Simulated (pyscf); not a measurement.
## Four-centre exchange: `[CH3][Be][CH3]` + `[SH2]` -> `[CH3][Be][SH]` + `[CH4]`

Gas phase, singlet surface, charge 0. Bonds broken: Be1–C2, S10–H11. Bonds formed: Be1–S10, C2–H11. PySCF, gas phase, ωB97X-D3(BJ)/def2-SVP geometries. Correlated levels are frozen-core, on RHF or UHF. ΔMP2 is the change of the MP2 total energy from the triple- to the quadruple-zeta basis.

Transition state (Å):

```xyz
12

Be    -1.1591     0.5047     0.0181
C     -2.8986     0.9415     0.2465
C     -0.3054    -0.2900    -1.2135
H     -3.0352     1.5818    -0.6450
H     -3.3904    -0.0277     0.0496
H     -3.4599     1.4248     1.0637
H      0.2351    -1.1738    -0.8251
H     -0.9265    -0.6329    -2.0593
H      0.4771     0.3723    -1.6300
S     -0.3461     1.2318     1.9405
H     -1.7867     1.1559     1.3129
H     -0.3975    -0.0141     2.4553
```

One imaginary mode, 1124i cm⁻¹; descent along it reached the two sides named, in the forms told below.

| bond | change | reactant side (Å) | saddle | product side |
|---|---|---|---|---|
| Be1–C2 | breaks | 1.713 | 1.808 | 3.1 |
| S10–H11 | breaks | 1.347 | 1.573 | 3.1 |
| Be1–S10 | forms | 2.447 | 2.210 | 1.917 |
| C2–H11 | forms | 3.3 | 1.555 | 1.100 |

Electronic energies relative to the separated reactants (kJ/mol):

| level | barrier | reaction energy | reverse barrier |
|---|---|---|---|
| ωB97X-D3(BJ)/def2-TZVP | 43.0 | -122.3 | 165.4 |
| PBE/def2-TZVP | 22.0 | -118.1 | 140.1 |
| r²SCAN/def2-TZVP | 25.2 | -122.7 | 147.9 |
| B3LYP-D3(BJ)/def2-TZVP | 42.5 | -119.5 | 162.0 |
| PBE0-D3(BJ)/def2-TZVP | 25.3 | -120.6 | 146.0 |
| M06-2X/def2-TZVP | 46.0 | -119.8 | 165.7 |
| ωB97M-D3(BJ)/def2-TZVP | 49.8 | -116.4 | 166.1 |
| HF/def2-TZVP | 125.1 | -124.6 | 249.7 |
| MP2/def2-QZVPP | 41.7 | -122.3 | 164.1 |
| CCSD/def2-TZVPP | 69.7 | -115.5 | 185.2 |
| CCSD(T)/def2-TZVPP | 57.4 | -115.8 | 173.2 |
| CCSD(T)/def2-TZVPP + ΔMP2(QZVPP) | 52.6 | -118.1 | 170.7 |

With CCSD(T)/def2-TZVPP + ΔMP2(QZVPP) energies and thermal terms (ideal gas, 1 atm, RRHO with modes under 100 cm⁻¹ raised to 100, one conformer, R ln 2 for chiral ones without a mode under 150 cm⁻¹), in kJ/mol:

```tsv
T (K)	ΔH‡	ΔG‡	ΔH	ΔG
298	50.7	90.2	-109.4	-110.1
600	52.2	129.9	-110.6	-110.3
900	55.1	168.1	-111.8	-109.9
1200	58.3	205.3	-112.8	-109.1
```

On the reactant side the descent ends in an adduct with a Be–S contact, 26.1 kJ/mol under the separated species and 69.1 kJ/mol under the saddle at ωB97X-D3(BJ)/def2-TZVP. What is counted as formed (Be–S) is already present as a longer contact in the reactant adduct; forming that adduct is a step of its own. One saddle was located; it need not be the lowest between these sides. The CCSD(T) − MP2 part came from Ansatz, without density fitting, on the same reference.
